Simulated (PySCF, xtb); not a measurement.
CH3O, SMILES C[O] (connectivity only; charge and spin as stated), charge -1, multiplicity 1.

Harmonic wavenumbers (cm⁻¹) from GFN2-xTB run with xtb at its own minimum, in rising order: 1182, 1182, 1209, 1487, 1487, 1506, 2068, 2068, 2367.

**Question.** What does PBE-D3(BJ)/def2-TZVPD in PySCF 2.14.0 give at its own minimum? (An estimate is asked for; the answer gives what the named calculation found.)

**Answer.** 1125, 1125, 1136, 1374, 1374, 1408, 2355, 2355, 2500. Paired by order, the mean absolute difference is 135 cm⁻¹ and the zero-point energies are 20.8 and 21.1 kcal/mol.
